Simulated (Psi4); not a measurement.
Psi4 input (wB97X-D/6-311+G**):

```
memory 1500 MB

molecule {
-1 1
C     0.00227663    1.20322040    0.44486336
C    -0.00323775   -1.10658101    0.32114868
C     0.75429655    0.05058455   -0.25644294
C    -0.75323020    0.05431008   -0.25880444
H     0.00551906    2.07512735   -0.24949554
H    -0.00521134   -1.21291184    1.41329693
H    -0.00467620   -2.04349842   -0.23866461
H     1.26715092   -0.01708750   -1.21288037
H    -1.26341383   -0.01083375   -1.21684443
symmetry c1
no_reorient
no_com
}

set {
  basis 6-311+G**
  reference rks
  scf_type df
  df_basis_scf def2-universal-jkfit
  dft_radial_points 99
  dft_spherical_points 590
  e_convergence 1e-8
  d_convergence 1e-7
  maxiter 150
}

e = energy('wb97x-d')
print_out(f'\nFINAL {e:.10f} DIPOLE {variable("CURRENT DIPOLE")[0]:.6f} {variable("CURRENT DIPOLE")[1]:.6f} {variable("CURRENT DIPOLE")[2]:.6f}\n')
```

### Question
What final total energy does it give?

### Answer
-155.25941 Eh.
